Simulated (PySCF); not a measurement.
Stretching AlO

Set-up: Al def2-TZVP, O def2-TZVP; no relativity (PySCF 2.14). Energies in eV from Al + O in their ground configurations at the same level. State: ²Σ⁺ (doublet), unpaired electrons σ ↑.

All columns are PBE0. A positive dipole means Al(−)O(+).

| R (Å) | E (eV) | μ (D) | Mulliken charge on Al (basis-dependent) | HOMO (eV) | LUMO (eV) | Mayer bond order | ⟨S²⟩ |
| --- | --- | --- | --- | --- | --- | --- | --- |
| 1.397 | -3.647 | -3.91 | 0.41 | -7.49 | -4.08 | 2.31 | 0.76 |
| 1.462 | -4.436 | -4.05 | 0.42 | -7.60 | -4.18 | 2.26 | 0.76 |
| 1.528 | -4.860 | -4.14 | 0.43 | -7.69 | -4.25 | 2.20 | 0.76 |
| 1.576 | -5.004 | -4.18 | 0.44 | -7.75 | -4.29 | 2.15 | 0.76 |
| 1.625 | -5.040 | -4.20 | 0.44 | -7.80 | -4.32 | 2.08 | 0.76 |
| 1.674 | -4.996 | -4.21 | 0.45 | -7.78 | -4.32 | 2.01 | 0.76 |
| 1.739 | -4.850 | -4.19 | 0.45 | -7.67 | -4.30 | 1.89 | 0.77 |
| 1.820 | -4.583 | -4.19 | 0.46 | -7.53 | -4.24 | 1.72 | 0.77 |
| 1.917 | -4.203 | -4.25 | 0.47 | -7.36 | -4.10 | 1.51 | 0.78 |
| 2.047 | -3.670 | -4.49 | 0.49 | -7.08 | -3.87 | 1.27 | 0.78 |

A fit through these points gives, at Re = 1.620 Å, μ = -4.20 D and dμ/dR = -0.256 D/Å; the reduced mass is 10.04 u.

Problem. How strong is the fundamental in the double-harmonic approximation, I = 42.26·(dμ/dR)²/μred km/mol?

Solution. I = 42.26·(-0.256)²/10.04 = 0.276 km/mol at PBE0.

The state was picked by a PBE0 search and need not be the measured ground state.
